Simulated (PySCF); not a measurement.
# N: ionisation energy

N [He] 2s2 2p3 (4S) → N⁺ [He] 2s2 2p2 (3P), as a difference of total energies. All numbers are calculated (PySCF 2.14, the non-relativistic Hamiltonian (point nucleus), in aug-cc-pVDZ (4s3p2d, 23 functions)). Correlated levels: valence: 1s2 frozen. The calculations carry no spin-orbit coupling.

```csv
method,ionisation energy (eV),error (eV)
UHF,13.930,-0.615
r2SCAN,14.850,+0.305
LDA,15.019,+0.474
MP2 (valence),14.478,-0.067
SCS-MP2 (valence),14.260,-0.285
CCSD (valence),14.346,-0.199
CCSD(T) (valence),14.357,-0.188
```

Reference: 14.545 eV (measured; NIST levels, between the centres of gravity of the two terms).

Errors of the correlated levels include the incompleteness of this basis and the frozen core.
